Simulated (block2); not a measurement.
# CHS (SMILES [CH]=S): DMRG/STO-3G

Aim: the vertical doublet–quartet gap of CHS at DMRG/STO-3G, from 2 runs. 

Program for the calculation: block2 0.5.4.

3 further runs of the same task are left out: 2 that didn't finish, 1 set aside as unsound or not needed.

**1. The molecule**

The species is CHS (3 atoms), meant as a doublet with charge 0. As SMILES, `[CH]=S`. The coordinates come from a GFN2-xTB relaxation.

Bond lengths: C1–S2 1.564 Å, C1–H3 1.076 Å. Angles: S2–C1–H3 129.0°.

**2. A single-point energy at DMRG/STO-3G**

block2_dmrg.py

```python
import numpy as np
from pyscf import cc, dft, gto, mcscf, mp, scf
from pyblock2._pyscf.ao2mo import integrals as itg
from pyblock2.driver.core import DMRGDriver, SymmetryTypes

mol = gto.M(atom=[
    ("C", (-0.162530, 0.369280, -0.045900)),
    ("S", (1.131220, -0.233320, 0.594460)),
    ("H", (-0.968690, -0.135960, -0.548560)),
], basis="sto-3g", charge=0, spin=1, verbose=3)
print("basis functions = %d" % (mol.nao))
mf = scf.ROHF(mol)
mf.conv_tol = 1e-10
mf.max_cycle = 200
mf.kernel()
if not mf.converged:
    mf = mf.newton().run(mf.mo_coeff, mf.mo_occ)
print(f"SCF energy = {mf.e_tot:.10f}")
ref = scf.UHF(mol).run(mf.make_rdm1(), conv_tol=1e-10)
pt = mp.MP2(ref, frozen=6).run()
mycc = cc.CCSD(ref, frozen=6)
mycc.max_cycle = 150
mycc.kernel()
print(f"MP2 total energy = {pt.e_tot:.10f}")
if mycc.converged:
    print("CCSD total energy = %.10f" % (mycc.e_tot))
    print(f"E(CCSD(T)) = {mycc.e_tot + mycc.ccsd_t():.10f}")
ks = dft.UKS(mol, xc="tpssh").set(conv_tol=1e-9, verbose=3).run(mf.make_rdm1())
if ks.converged:
    print("E(TPSSh) = %.8f" % (ks.e_tot))
ks = dft.UKS(mol, xc="wb97x").set(conv_tol=1e-9, verbose=3).run(mf.make_rdm1())
if ks.converged:
    print(f"E(wB97X) = {ks.e_tot:.8f}")
ks = dft.UKS(mol, xc="pbe0").set(conv_tol=1e-9, verbose=3).run(mf.make_rdm1())
if ks.converged:
    print("E(PBE0) = %.8f" % (ks.e_tot))
ks = dft.UKS(mol, xc="pbe").set(conv_tol=1e-9, verbose=3).run(mf.make_rdm1())
if ks.converged:
    print(f"E(PBE) = {ks.e_tot:.8f}")
ks = dft.UKS(mol, xc="lda,vwn5").set(conv_tol=1e-9, verbose=3).run(mf.make_rdm1())
if ks.converged:
    print(f"E(SVWN5) = {ks.e_tot:.8f}")
occ_no, mo = mcscf.addons.make_natural_orbitals(mp.MP2(mf.to_uhf(), frozen=6).run())
mf.mo_coeff = mo
ncas, n_elec, spin, ecore, h1e, g2e, orb_sym = itg.get_rhf_integrals(mf, ncore=6, ncas=9, pg_symm=False, g2e_symm=8)
driver = DMRGDriver(scratch="./tmp", symm_type=SymmetryTypes.SU2, stack_mem=1500 << 20, n_threads=1)
driver.initialize_system(n_sites=ncas, n_elec=n_elec, spin=spin, orb_sym=orb_sym)
mpo = driver.get_qc_mpo(h1e=h1e, g2e=g2e, ecore=ecore, iprint=0)
ket = driver.get_random_mps(tag="GS", bond_dim=50, nroots=1)
bond_dims = [50] * 3 + [75] * 3 + [100] * 3
noises = [0.0001] * 3 + [0.0001] * 3 + [1e-05] * 3 + [0]
thrds = [1e-09] * 9
e = driver.dmrg(mpo, ket, n_sweeps=15, tol=1e-07, bond_dims=bond_dims, noises=noises, thrds=thrds, iprint=2)
ms, dws, es = driver.get_dmrg_results()
print("DW = %.3e" % (dws[-1]))
print("E(final) = %.10f" % (e))
dm1 = driver.get_1pdm(ket)
print("NOONs =", np.round(np.linalg.eigvalsh(dm1)[::-1], 5).tolist())
c_act = mf.mo_coeff[:, 6:15]
dm_ao = c_act @ dm1 @ c_act.T + 2 * mf.mo_coeff[:, :6] @ mf.mo_coeff[:, :6].T
print("dipole / D =", np.round(scf.hf.dip_moment(mol, dm_ao, verbose=0), 4).tolist())
print(f"max block entropy = {max(driver.get_bipartite_entanglement(ket)):.4f}")
csf, coef = driver.get_csf_coefficients(ket, cutoff=0.05, iprint=1)
print(f"leading coefficient squared = {np.max(np.abs(coef)) ** 2:.4f}")
ci = mcscf.CASCI(mf, 9, (6, 5))
ci.fix_spin_(ss=0.75)
ci.fcisolver.conv_tol = 1e-10
ci.fcisolver.max_cycle = 200
ci.kernel()
print("FCI energy = %.10f" % (ci.e_tot))
```

Started as:

```
$ python block2_dmrg.py
```

What it wrote:

```text
basis functions = 15
converged SCF energy = -431.036507810621
SCF energy = -431.0365078106
SCF not converged.
SCF energy = -431.034655360937 after 50 cycles  <S^2> = 0.89720866  2S+1 = 2.1421565
E(UMP2) = -431.124434793355  E_corr = -0.0897794324183575
E(SCS-UMP2) = -431.122431431784  E_corr = -0.0877760708469769
E(UCCSD) = -431.1557318864301  E_corr = -0.1210765254936276
MP2 total energy = -431.1244347934
CCSD total energy = -431.1557318864
UCCSD(T) correction = -0.00331475083727978
E(CCSD(T)) = -431.1590466373
converged SCF energy = -431.933826514035  <S^2> = 0.75643439  2S+1 = 2.0064241
E(TPSSh) = -431.93382651
converged SCF energy = -431.88549321596  <S^2> = 0.76348351  2S+1 = 2.0134384
E(wB97X) = -431.88549322
converged SCF energy = -431.722986291002  <S^2> = 0.75842974  2S+1 = 2.008412
E(PBE0) = -431.72298629
converged SCF energy = -431.666653306159  <S^2> = 0.75276461  2S+1 = 2.0027627
E(PBE) = -431.66665331
converged SCF energy = -430.127904570495  <S^2> = 0.75279509  2S+1 = 2.0027931
E(SVWN5) = -430.12790457
E(UMP2) = -431.138982099832  E_corr = -0.102474289211382
E(SCS-UMP2) = -431.138819715798  E_corr = -0.102311905177196
Environment initialization | Nsites =     9 | Center =     0
 INIT-R <-- Site =    6 ..  Bmem =   200 B Rmem =   200 B T = 0.00
 INIT-R <-- Site =    5 ..  Bmem = 4.94 KB Rmem = 4.94 KB T = 0.00
 INIT-R <-- Site =    4 ..  Bmem = 74.0 KB Rmem = 74.0 KB T = 0.00
 INIT-R <-- Site =    3 ..  Bmem = 1.18 MB Rmem =  213 KB T = 0.01
 INIT-R <-- Site =    2 ..  Bmem = 2.55 MB Rmem =  230 KB T = 0.06
 INIT-R <-- Site =    1 ..  Bmem = 1.96 MB Rmem =  166 KB T = 0.03
 INIT-R <-- Site =    0 ..  Bmem = 1.42 MB Rmem = 92.9 KB T = 0.03
Time init sweep =        0.129 | MaxBmem = 2.55 MB | MaxRmem =  230 KB
 | Tread = 0.000 | Twrite = 0.003 | Tfpread = 0.000 | Tfpwrite = 0.002 | data = 781 KB | cpsd = 649 KB | Tasync = 0.000

[... 8 lines left out ...]
 --> Site =    7-   8 .. Mmps =   25 Ndav =   1 E =   -431.1595367018 Error = 1.93e-20 FLOPS = 2.48e+08 Tdav = 0.00 T = 0.01
[... 16 lines left out ...]
 <-- Site =    0-   1 .. Mmps =   26 Ndav =   1 E =   -431.1601973985 Error = 7.66e-21 FLOPS = 2.66e+08 Tdav = 0.00 T = 0.01
[... 16 lines left out ...]
 --> Site =    7-   8 .. Mmps =   27 Ndav =   1 E =   -431.1602236609 Error = 8.65e-22 FLOPS = 2.48e+08 Tdav = 0.00 T = 0.01
[... 16 lines left out ...]
 <-- Site =    0-   1 .. Mmps =   46 Ndav =   1 E =   -431.1609995740 Error = 3.47e-20 FLOPS = 3.47e+08 Tdav = 0.00 T = 0.02
[... 16 lines left out ...]
 --> Site =    7-   8 .. Mmps =   46 Ndav =   1 E =   -431.1610210331 Error = 3.15e-21 FLOPS = 3.78e+08 Tdav = 0.00 T = 0.02
[... 16 lines left out ...]
 <-- Site =    0-   1 .. Mmps =   42 Ndav =   1 E =   -431.1610298063 Error = 4.69e-20 FLOPS = 4.12e+08 Tdav = 0.00 T = 0.02
[... 16 lines left out ...]
 --> Site =    7-   8 .. Mmps =   55 Ndav =   1 E =   -431.1611784989 Error = 2.94e-20 FLOPS = 4.37e+08 Tdav = 0.00 T = 0.02
[... 16 lines left out ...]
 <-- Site =    0-   1 .. Mmps =   51 Ndav =   1 E =   -431.1611899764 Error = 5.62e-20 FLOPS = 5.30e+08 Tdav = 0.00 T = 0.02
[... 16 lines left out ...]
 --> Site =    7-   8 .. Mmps =   55 Ndav =   1 E =   -431.1611929873 Error = 1.85e-20 FLOPS = 4.87e+08 Tdav = 0.00 T = 0.02
[... 11 lines left out ...]
 <-- Site =    5-   6 .. Mmps =   35 Ndav =   1 E =   -431.1611929873 Error = 0.00e+00 FLOPS = 1.49e+09 Tdav = 0.00 T = 0.04
 <-- Site =    4-   5 .. Mmps =  100 Ndav =   5 E =   -431.1612028612 Error = 3.00e-06 FLOPS = 2.36e+09 Tdav = 0.05 T = 0.18
 <-- Site =    3-   4 .. Mmps =  100 Ndav =   4 E =   -431.1611933753 Error = 2.06e-08 FLOPS = 2.54e+09 Tdav = 0.04 T = 0.18
 <-- Site =    2-   3 .. Mmps =   95 Ndav =   2 E =   -431.1611932907 Error = 1.07e-19 FLOPS = 1.83e+09 Tdav = 0.01 T = 0.06
 <-- Site =    1-   2 .. Mmps =   62 Ndav =   1 E =   -431.1611932907 Error = 7.66e-20 FLOPS = 1.06e+09 Tdav = 0.00 T = 0.04
 <-- Site =    0-   1 .. Mmps =   24 Ndav =   1 E =   -431.1611932907 Error = 1.64e-20 FLOPS = 3.66e+08 Tdav = 0.00 T = 0.02
[... 8 lines left out ...]
DW = 2.998e-06
E(final) = -431.1612028612
NOONs = [1.9974, 1.97947, 1.97152, 1.96205, 1.87377, 1.02987, 0.1337, 0.03093, 0.02128]
dipole / D = [-0.0674, -0.5921, -0.1067]
max block entropy = 0.6495
DTRIE T =      0.002
Number of CSF =         11 (cutoff =      0.05)
Sum of weights of included CSF =    0.969983687746945

CSF          0 22222-000  =   -0.938444805366920
CSF          1 22220-200  =    0.187869490856227
CSF          2 22-2+2-00  =   -0.135495748338093
CSF          3 2222+--00  =    0.091102475044410
CSF          4 22-222000  =    0.072365921655333
CSF          5 22-+220-0  =    0.065737947028069
CSF          6 2222-+-00  =   -0.064423871151633
CSF          7 20222-002  =    0.064041829280302
CSF          8 222+--+-0  =    0.063572651981569
CSF          9 22202-020  =    0.052459561786034
CSF         10 22+2-2-00  =    0.052418962068318
leading coefficient squared = 0.8807
CASCI E = -431.161203899666  E(CI) = -27.1765673802504  S^2 = 0.7500000
FCI energy = -431.1612038997
```

Run time: 14 s. Hardware: 1 thread of Arm Neoverse N1, shared host; peak memory 0.26 GiB.

**3. The quartet: a single-point energy at DMRG/STO-3G**

run_dmrg.py

```python
import numpy as np
from pyscf import cc, dft, gto, mcscf, mp, scf
from pyblock2._pyscf.ao2mo import integrals as itg
from pyblock2.driver.core import DMRGDriver, SymmetryTypes

mol = gto.M(atom="""
C     -0.162530     0.369280    -0.045900
S      1.131220    -0.233320     0.594460
H     -0.968690    -0.135960    -0.548560
""", basis="sto-3g", charge=0, spin=3, verbose=3)
print("basis functions = %d" % (mol.nao))
mf = scf.ROHF(mol)
mf.conv_tol = 1e-10
mf.max_cycle = 200
mf.kernel()
if not mf.converged:
    mf = mf.newton().run(mf.mo_coeff, mf.mo_occ)
print(f"SCF energy = {mf.e_tot:.10f}")
# MP2, CCSD and CCSD(T) with the same frozen core
ref = scf.UHF(mol).run(mf.make_rdm1(), conv_tol=1e-10)
pt = mp.MP2(ref, frozen=6).run()
mycc = cc.CCSD(ref, frozen=6)
mycc.max_cycle = 150
mycc.kernel()
print("MP2 total energy = %.10f" % (pt.e_tot))
if mycc.converged:
    print("CCSD total energy = %.10f" % (mycc.e_tot))
    print("CCSD(T) total energy = %.10f" % (mycc.e_tot + mycc.ccsd_t()))
# a few density functionals on the same geometry and basis
ks = dft.UKS(mol, xc="tpssh").set(conv_tol=1e-9, verbose=3).run(mf.make_rdm1())
if ks.converged:
    print(f"E(TPSSh) = {ks.e_tot:.8f}")
ks = dft.UKS(mol, xc="wb97x").set(conv_tol=1e-9, verbose=3).run(mf.make_rdm1())
if ks.converged:
    print("E(wB97X) = %.8f" % (ks.e_tot))
ks = dft.UKS(mol, xc="pbe0").set(conv_tol=1e-9, verbose=3).run(mf.make_rdm1())
if ks.converged:
    print(f"E(PBE0) = {ks.e_tot:.8f}")
ks = dft.UKS(mol, xc="pbe").set(conv_tol=1e-9, verbose=3).run(mf.make_rdm1())
if ks.converged:
    print("E(PBE) = %.8f" % (ks.e_tot))
ks = dft.UKS(mol, xc="lda,vwn5").set(conv_tol=1e-9, verbose=3).run(mf.make_rdm1())
if ks.converged:
    print("E(SVWN5) = %.8f" % (ks.e_tot))
# rotate to MP2 natural orbitals
occ_no, mo = mcscf.addons.make_natural_orbitals(mp.MP2(mf.to_uhf(), frozen=6).run())
mf.mo_coeff = mo
ncas, n_elec, spin, ecore, h1e, g2e, orb_sym = itg.get_rhf_integrals(mf, ncore=6, ncas=9, pg_symm=False, g2e_symm=1)
driver = DMRGDriver(scratch="./tmp", symm_type=SymmetryTypes.SU2, stack_mem=1500 << 20, n_threads=1)
# orbital ordering
idx = driver.orbital_reordering(h1e, g2e, method="fiedler")
print("orbital order:", idx.tolist())
h1e = h1e[np.ix_(idx, idx)]
g2e = g2e[np.ix_(idx, idx, idx, idx)]
orb_sym = np.array(orb_sym)[idx]
driver.initialize_system(n_sites=ncas, n_elec=n_elec, spin=spin, orb_sym=orb_sym)
mpo = driver.get_qc_mpo(h1e=h1e, g2e=g2e, ecore=ecore, iprint=0)
ket = driver.get_random_mps(tag="GS", bond_dim=12, nroots=1)
bond_dims = [12] * 4 + [25] * 3 + [50] * 3 + [100] * 4
noises = [0.001] * 4 + [0.0001] * 3 + [0.0001] * 3 + [1e-05] * 4 + [0]
thrds = [1e-09] * 14
e = driver.dmrg(mpo, ket, n_sweeps=20, tol=1e-07, bond_dims=bond_dims, noises=noises, thrds=thrds, iprint=1)
ms, dws, es = driver.get_dmrg_results()
print("DW = %.3e" % (dws[-1]))
print("final energy = %.10f" % (e))
# FCI check
ci = mcscf.CASCI(mf, 9, (7, 4))
ci.fix_spin_(ss=3.75)
ci.fcisolver.conv_tol = 1e-10
ci.fcisolver.max_cycle = 200
ci.kernel()
print("E(FCI) = %.10f" % (ci.e_tot))
```

Started as:

```
$ python run_dmrg.py
```

What it wrote:

```text
basis functions = 15
converged SCF energy = -430.976519282201
SCF energy = -430.9765192822
converged SCF energy = -430.979587408352  <S^2> = 3.7602808  2S+1 = 4.0051371
E(UMP2) = -431.010709261953  E_corr = -0.0311218536015305
E(SCS-UMP2) = -431.013297810807  E_corr = -0.0337104024550014
E(UCCSD) = -431.025059714243  E_corr = -0.04547230589140517
MP2 total energy = -431.0107092620
CCSD total energy = -431.0250597142
UCCSD(T) correction = -0.000377359301737048
CCSD(T) total energy = -431.0254370735

WARN: HOMO -0.0284390678804592 >= LUMO -0.0986494411844885

WARN: HOMO -0.0181410803963038 >= LUMO -0.103801541611863

WARN: HOMO -0.0249392072986423 >= LUMO -0.101660003847385

WARN: HOMO -0.0246900521858567 >= LUMO -0.101896034409114

WARN: HOMO -0.0246987851154976 >= LUMO -0.101860405066521

WARN: HOMO -0.0247138772241238 >= LUMO -0.101856703969059

WARN: HOMO -0.0247134755888569 >= LUMO -0.101854858696702

WARN: HOMO -0.0247137598851123 >= LUMO -0.10185544188455

converged SCF energy = -431.796396809062  <S^2> = 3.7527629  2S+1 = 4.0013812
E(TPSSh) = -431.79639681
converged SCF energy = -431.7566733667  <S^2> = 3.7531279  2S+1 = 4.0015636
E(wB97X) = -431.75667337

WARN: HOMO -0.0587194435366671 >= LUMO -0.0727490894152188

WARN: HOMO -0.0495062183436259 >= LUMO -0.0755288536779218

WARN: HOMO -0.054608995444934 >= LUMO -0.0745161416685419

WARN: HOMO -0.0542262870064295 >= LUMO -0.074909094393645

WARN: HOMO -0.0541919023378253 >= LUMO -0.0748319650826185

WARN: HOMO -0.0542052317313086 >= LUMO -0.074843340141778

WARN: HOMO -0.0542056347715596 >= LUMO -0.0748415107905114

WARN: HOMO -0.0542057638328119 >= LUMO -0.0748415578903998

converged SCF energy = -431.591156578479  <S^2> = 3.7527665  2S+1 = 4.001383
E(PBE0) = -431.59115658

WARN: HOMO 0.00286968990832187 >= LUMO -0.124458124885627

WARN: HOMO 0.0264229994141896 >= LUMO -0.132660601637414

WARN: HOMO 0.0104655548111183 >= LUMO -0.127570339516212

WARN: HOMO 0.0103356924692871 >= LUMO -0.127848834902993

WARN: HOMO 0.0103934996166555 >= LUMO -0.127758321851738

WARN: HOMO 0.0103806385198744 >= LUMO -0.12777516628427

WARN: HOMO 0.0103803215690198 >= LUMO -0.127772416019773

WARN: HOMO 0.0103797311617377 >= LUMO -0.127772314514057

converged SCF energy = -431.516390725548  <S^2> = 3.75195  2S+1 = 4.0009749
E(PBE) = -431.51639073

WARN: HOMO 0.00501841668006886 >= LUMO -0.140795526163131

WARN: HOMO 0.0373141505844377 >= LUMO -0.147982135200684

WARN: HOMO 0.0154738011832974 >= LUMO -0.141682267084647

WARN: HOMO 0.0149203651171098 >= LUMO -0.142431637925404

WARN: HOMO 0.014998167241989 >= LUMO -0.142245134546612

WARN: HOMO 0.0149897796807449 >= LUMO -0.14225792428753

WARN: HOMO 0.0149897666638507 >= LUMO -0.14225616466276

WARN: HOMO 0.0149894370164078 >= LUMO -0.142255904311374

converged SCF energy = -429.968799400039  <S^2> = 3.7519632  2S+1 = 4.0009815
E(SVWN5) = -429.96879940
E(UMP2) = -431.007983099427  E_corr = -0.0314638172259503
E(SCS-UMP2) = -431.010490722078  E_corr = -0.0339714398771836
orbital order: [8, 3, 2, 7, 6, 5, 4, 0, 1]

Sweep =    0 | Direction =  forward | Bond dimension =   12 | Noise =  1.00e-03 | Dav threshold =  1.00e-09
Time elapsed =      0.187 | E =    -431.0102682825 | DW = 8.19593e-04

Sweep =    1 | Direction = backward | Bond dimension =   12 | Noise =  1.00e-03 | Dav threshold =  1.00e-09
Time elapsed =      0.296 | E =    -431.0226371459 | DE = -1.24e-02 | DW = 8.44560e-04

Sweep =    2 | Direction =  forward | Bond dimension =   12 | Noise =  1.00e-03 | Dav threshold =  1.00e-09
Time elapsed =      0.415 | E =    -431.0228892979 | DE = -2.52e-04 | DW = 9.70589e-04

Sweep =    3 | Direction = backward | Bond dimension =   12 | Noise =  1.00e-03 | Dav threshold =  1.00e-09
Time elapsed =      0.520 | E =    -431.0236030914 | DE = -7.14e-04 | DW = 8.86080e-04

Sweep =    4 | Direction =  forward | Bond dimension =   25 | Noise =  1.00e-04 | Dav threshold =  1.00e-09
Time elapsed =      0.685 | E =    -431.0252716888 | DE = -1.67e-03 | DW = 2.50696e-05

Sweep =    5 | Direction = backward | Bond dimension =   25 | Noise =  1.00e-04 | Dav threshold =  1.00e-09
Time elapsed =      0.864 | E =    -431.0254724090 | DE = -2.01e-04 | DW = 7.69698e-05

Sweep =    6 | Direction =  forward | Bond dimension =   25 | Noise =  1.00e-04 | Dav threshold =  1.00e-09
Time elapsed =      1.055 | E =    -431.0254724090 | DE = 3.01e-11 | DW = 7.08104e-05

Sweep =    7 | Direction = backward | Bond dimension =   50 | Noise =  1.00e-04 | Dav threshold =  1.00e-09
Time elapsed =      1.304 | E =    -431.0255767996 | DE = -1.04e-04 | DW = 2.01347e-06

Sweep =    8 | Direction =  forward | Bond dimension =   50 | Noise =  1.00e-04 | Dav threshold =  1.00e-09
Time elapsed =      1.641 | E =    -431.0255916611 | DE = -1.49e-05 | DW = 3.88722e-06

Sweep =    9 | Direction = backward | Bond dimension =   50 | Noise =  1.00e-04 | Dav threshold =  1.00e-09
Time elapsed =      1.947 | E =    -431.0255943116 | DE = -2.65e-06 | DW = 3.37535e-06

Sweep =   10 | Direction =  forward | Bond dimension =  100 | Noise =  1.00e-05 | Dav threshold =  1.00e-09
Time elapsed =      2.410 | E =    -431.0255949856 | DE = -6.74e-07 | DW = 8.00855e-09

Sweep =   11 | Direction = backward | Bond dimension =  100 | Noise =  1.00e-05 | Dav threshold =  1.00e-09
Time elapsed =      2.906 | E =    -431.0255950043 | DE = -1.87e-08 | DW = 5.60619e-09

Sweep =   12 | Direction =  forward | Bond dimension =  100 | Noise =  1.00e-05 | Dav threshold =  1.00e-09
Time elapsed =      3.409 | E =    -431.0255950043 | DE = 4.41e-11 | DW = 8.60240e-09

Sweep =   13 | Direction = backward | Bond dimension =  100 | Noise =  1.00e-05 | Dav threshold =  1.00e-09
Time elapsed =      3.901 | E =    -431.0255950042 | DE = 5.86e-11 | DW = 5.59599e-09

Sweep =   14 | Direction =  forward | Bond dimension =  100 | Noise =  0.00e+00 | Dav threshold =  1.00e-08
Time elapsed =      4.366 | E =    -431.0255950024 | DE = 1.85e-09 | DW = 7.25385e-18

DW = 7.254e-18
final energy = -431.0255950024
CASCI E = -431.025595004429  E(CI) = -27.0413980496536  S^2 = 3.7500000
E(FCI) = -431.0255950044
```

Run time: 12 s. Hardware: 1 thread of Arm Neoverse N1, shared host; peak memory 0.26 GiB.

**4. Outcome**

At DMRG/STO-3G, 6 core orbitals frozen:

```
                                                                   quantity          value
                                           run 1, DMRG/STO-3G: total energy  -431.16120 Eh
run 1, DMRG/STO-3G: dipole moment (of the density that the program reports)         0.61 D
                                                      quartet: total energy  -431.02560 Eh
                           vertical energy of the quartet above the doublet       3.690 eV
```

**Reading.** At this shape the quartet lies 3.69 eV (356 kJ/mol) above the doublet. In a minimal basis such a difference can be off by several eV, whatever the method.
